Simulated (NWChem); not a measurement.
**Atomisation of CS**

SMILES: [C-]#[S+]
```xyz
2

C      0.0000     0.0000     1.1296
S      0.0000     0.0000    -0.4236
```
Charge 0, spin multiplicity 1.

Program: NWChem. Structure: optimised with PBE/def2-SVP, a minimum by its harmonic frequencies.

Basis set: def2-TZVP. The atomisation energy is electronic alone: no zero-point, thermal, spin-orbit or counterpoise terms. No value is extrapolated to the basis-set limit. Free atoms are single determinants with multiplicities C 3, S 3.

B3LYP has NWChem's definition, with VWN1-RPA local correlation. The structure started from a generated list of species. The stability of the SCF solutions was not checked. Open-shell Hartree-Fock references start from PBE0 orbitals.

**Question.** Order these methods by the atomisation energy they give, lowest first: HF, LDA (SVWN5), PBE0, PBE, B3LYP.

**Answer.** HF (96.3 kcal/mol), B3LYP (166.2 kcal/mol), PBE0 (167.9 kcal/mol), PBE (179.9 kcal/mol), LDA (SVWN5) (201.9 kcal/mol)
